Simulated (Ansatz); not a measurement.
Species: C3H7O, charge -1, multiplicity 1. It need not be the lowest isomer of its formula. Whether it binds its extra electron was not tested at this geometry. 
Structure (B3LYP-D3(BJ)/def2-TZVP (Ansatz, an electronic-structure program) minimum search):
SMILES: [CH-](OC)C
```xyz
11

O      0.0824    -0.6531    -0.2725
C      0.0594     0.8161     0.0242
C      1.2796    -1.2279     0.1122
C     -1.4158     1.1433     0.1662
H      0.3880     1.2823    -0.9338
H      1.2012    -2.3220    -0.0071
H      2.1392    -0.8886    -0.5000
H      1.5336    -0.9839     1.1582
H     -2.0841     0.7616    -0.6476
H     -1.8374     0.7518     1.1034
H     -1.5399     2.2345     0.1918
```
Charge -1, spin multiplicity 1.

Basis-set convergence of Hartree-Fock and MP2 correlation energies (hartree) with Ansatz. Valence correlation only, unless marked. No spin-orbit coupling. No relativistic terms. This anion needs diffuse functions, which these sets lack.

```
basis    functions       E(HF)  E(corr, MP2)
-------  ---------  ----------  ------------
cc-pVDZ         91  -192.41670      -0.62835
cc-pVTZ        218           …             …
```

Task: Complete the blanks.

Result: 
- cc-pVTZ, E(HF): -192.48185
- cc-pVTZ, E(corr, MP2): -0.78562
